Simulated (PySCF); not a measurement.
# CH2Si: the cost of one run

The runs use PySCF 2.14.0, with density-fitted response routines of our own; the level of theory stands in each step. All values are computed, except where a source is named. Atoms count from 0, in the outputs and in this text.

**1. The molecule as given**

4 atoms, charge 0, multiplicity 1; geometry from: GFN2-xTB. The atoms were then displaced at random by about 0.03 Å, so the start is not that level's minimum.

Bonds of the start (Å): C0–Si1 1.64, C0–H2 1.23, Si1–H3 1.58.

**2. Geometry optimisation at PBE0-D3(BJ)/def2-SVP**

What the job is given:

```
{"job": {"xc": "PBE0", "basis": "def2-SVP", "d3": "d3bj", "grid": 1, "shake": 0.03, "kind": "geom"}, "charge": 0, "multiplicity": 1}
C     -0.935470    -0.493920     0.098750
Si     0.633280    -0.037610    -0.019560
H     -1.796410     0.357400    -0.092810
H      2.202360     0.093230    -0.062560
```

Started as:

```bash
> OMP_NUM_THREADS=1 python probes_run.py task.json out
```

One launch serves the whole session: the jobs run in the order shown.

Q: Estimate the wall time and peak memory of this first job on 1 thread of Arm Neoverse V1, shared host.

About 3.2 s, with a peak of 0.28 GiB.
